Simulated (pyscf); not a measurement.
SnH₄ + HF → F–SnH₃ + H₂, a four-centre exchange (singlet surface; H–Sn, F–H broken, F–Sn, H–H formed). Structures and frequencies: ωB97X-D3(BJ)/def2-SVP in PySCF. Energies in kcal/mol from the separated reactants.

AM1 to PM7: differences of heats of formation from MOPAC, which are fitted to 298 K values and so differ in kind from electronic energies by zero-point and thermal terms. 

**Question.** In single points AM1 puts the saddle at 50.0 kcal/mol and the reaction energy at -7.5 kcal/mol. Should these be trusted to within a few kcal/mol? Compare with ωB97M-D3(BJ)/def2-TZVP.

**Answer.** ωB97M-D3(BJ)/def2-TZVP gives ΔE‡ = 27.4 kcal/mol and ΔE = -8.6 kcal/mol. AM1 lies 22.6 kcal/mol over it in the barrier and 1.1 kcal/mol over it in the reaction energy, so on this step it does not hold to within 3.0 kcal/mol. ωB97M-D3(BJ)/def2-TZVP has limits of its own. At the saddle there is also a short H–Sn contact that neither side keeps. This is the saddle that the search found; another between the same sides may lie lower. In the def2 sets elements past Kr carry core potentials, without spin-orbit coupling.
